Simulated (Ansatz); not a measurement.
# FHSSi (SMILES F[Si]S): a rigid scan of the angle H4–S3–Si2

An exercise on one series of results from a longer session: the logs are not shown, and one member is left open.

Program: Ansatz 0.2.0, Gaussian basis. Level of theory: single points in def2-TZVPP. These are calculated values, not measurements.

Levels: PBE-D4, r2SCAN-D4, PBE0-D4, B3LYP-D4, wB97M-V, Hartree-Fock, MP2, CCSD, CCSD(T). The scan takes 77.0, 81.5, 86.0, 90.5, 95.0, 99.5, 104.0, 108.5, 113.0°.

Cores are frozen in the correlated methods. B3LYP uses VWN-RPA correlation.

29 further runs of the same task are left out: 29 set aside as unsound or not needed.

## Starting geometry

The minimum, relaxed at PBE0-D4: SMILES `F[Si]S`, 4 atoms, charge 0, spin multiplicity 1.

Atoms are counted from 1 here; the program's logs count them from 0.

Bond lengths: F1–Si2 1.616 Å, Si2–S3 2.154 Å, S3–H4 1.346 Å. Angles: F1–Si2–S3 99.9°, Si2–S3–H4 95.0°.

As a file:

```xyz
4
charge 0, multiplicity 1
F    -1.13909   -0.02859    1.06192
Si    0.08129    0.98909    0.76889
S     0.99591   -0.00094   -0.91170
H     0.11739   -1.01987   -0.93941
```

Energies of the minimum (eV), from earlier single points: PBE-D4 -21438.42272, r2SCAN-D4 -21446.89587, PBE0-D4 -21439.86303, B3LYP-D4 -21450.72815, wB97M-V -21447.91684, CCSD(T) -21420.45418.

At the minimum the angle H4–S3–Si2 is 95.0°.

Set-up of the first run:

File ccsdt-tzvpp/in.yaml:

```yaml
crystal:
  periodic: [false, false, false]
  atoms:
    - {symbol: F, position_ang: [-1.139088, -0.028588, 1.061921]}
    - {symbol: Si, position_ang: [0.081286, 0.989094, 0.768890]}
    - {symbol: S, position_ang: [0.995913, -0.000939, -0.911699]}
    - {symbol: H, position_ang: [-0.040397, -0.805867, -0.613474]}
basis:
  gaussian: {orbitals: def2-TZVPP}
correlation: {method: ccsd_t}
```

The command line of these runs was not kept.

Among the steps run: H4–S3–Si2 = 77.0°; H4–S3–Si2 = 81.5°; H4–S3–Si2 = 86.0°; H4–S3–Si2 = 90.5°; H4–S3–Si2 = 95.0°; H4–S3–Si2 = 99.5°; H4–S3–Si2 = 104.0°; H4–S3–Si2 = 108.5°; H4–S3–Si2 = 113.0°.

One of the session's tables, all rows but one given; the rest of the session is left out.

Energies less that of the minimum at the same level (meV): The rows 95.0 (minimum) and angle (°) = 95.0 agree to the last digit and may rest on the same set-up.

```
     angle (°)  PBE-D4  PBE0-D4  B3LYP-D4  wB97M-V  Hartree-Fock
          77.0     122      134       156      137           233
          81.5      66       73        88       74           139
          86.0      28       32        41       32            69
          90.5       ?        ?         ?        ?             ?
95.0 (minimum)       0        0         0        0             0
          95.0       0        0         0        0             0
          99.5       8        8         4        8            -3
         104.0      28       29        23       31            13
         108.5      61       64        56       67            47
         113.0     105      112       101      115            98
```

Q: Estimate the row for angle (°) = 90.5 from the others.

**Answer.** PBE-D4: 6; PBE0-D4: 8; B3LYP-D4: 12; wB97M-V: 7; Hartree-Fock: 24.

Caveats from the session: A polynomial through the near points puts the CCSD(T) minimum 0.3° below the PBE0-D4 value.
